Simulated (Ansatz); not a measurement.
A nudged elastic band was laid between two geometries of AlH₅O (7 atoms, charge 0, multiplicity 1).

All numbers below come from RKS PBE/6-31G* (Ansatz 0.2.0).

```json
{"movable images": "9", "climbing image": "yes", "spring": "5.0 eV/Å²", "optimiser": "quadratic models (default)", "start path": "through a guess of the saddle point", "force threshold": "0.05 eV/Å", "iteration limit": "60", "end points": "relaxed"}
```

Image 0:

```xyz
7
Properties=species:S:1:pos:R:3
Al 0.049 0.040 0.091
H -0.047 0.614 1.603
H 1.414 0.263 -0.728
H -1.338 -0.109 -0.732
O 0.152 -1.954 0.655
H -0.661 -2.395 0.331
H 0.103 -1.984 1.634
```

Image 10:

```xyz
7
Properties=species:S:1:pos:R:3
Al 0.063 -0.353 -0.976
H -0.098 -0.878 3.400
H 1.440 0.325 -1.407
H -1.382 0.037 -1.559
O 0.194 -1.602 0.220
H -0.634 -2.038 0.492
H 0.090 -1.016 2.684
```

Which bonds break or form, and what moves?

Bonds broken: Al1–H2, O5–H7. Bonds formed: H2–H7. AlH5O becomes AlH3O + H2.

Give the energies along the band, and the barrier.

It converged. The highest image is number 2 of 0 to 10, 54.1 kJ/mol above the first end and 86.3 kJ/mol above the last; the last end lies 32.2 kJ/mol below the first. A vibrational analysis at the climbing image gives one clearly imaginary mode, 1130i cm⁻¹: a first-order saddle point. The orbitals stay closed-shell, which can raise the energy where a bond breaks towards radicals; this wasn't checked here.

| image | path coordinate (Å) | energy (kJ/mol) | Al1–H2 (Å) | O5–H7 (Å) | H2–H7 (Å) |
| --- | --- | --- | --- | --- | --- |
| 0 | 0.00 | 0.0 | 1.62 | 0.98 | 2.60 |
| 1 | 0.62 | 11.0 | 1.65 | 1.00 | 1.82 |
| 2 | 1.24 | 54.1 | 1.80 | 1.27 | 1.06 |
| 3 | 1.73 | 2.4 | 2.09 | 1.81 | 0.79 |
| 4 | 2.23 | -24.5 | 2.46 | 2.30 | 0.76 |
| 5 | 2.72 | -30.0 | 2.79 | 2.74 | 0.75 |
| 6 | 3.22 | -30.4 | 3.24 | 2.87 | 0.75 |
| 7 | 3.71 | -30.9 | 3.55 | 2.72 | 0.75 |
| 8 | 4.21 | -31.6 | 3.85 | 2.62 | 0.75 |
| 9 | 4.70 | -32.0 | 4.14 | 2.56 | 0.75 |
| 10 | 5.20 | -32.2 | 4.41 | 2.54 | 0.75 |

What is the geometry of the highest image?


```xyz
7
Properties=species:S:1:pos:R:3
Al 0.052 -0.226 -0.094
H -0.024 -0.079 1.694
H 1.430 0.365 -0.638
H -1.400 0.064 -0.706
O 0.201 -2.004 0.588
H -0.628 -2.523 0.521
H 0.040 -1.122 1.490
```

What are the harmonic wavenumbers there?

1130i, 421, 453, 563, 642, 730, 754, 781, 997, 1406, 1625, 1825, 1883, 1915, 3654 cm⁻¹.

The run took 110 s on 1 thread of Arm Neoverse V2, on a shared host, peak memory 0.096 GiB.
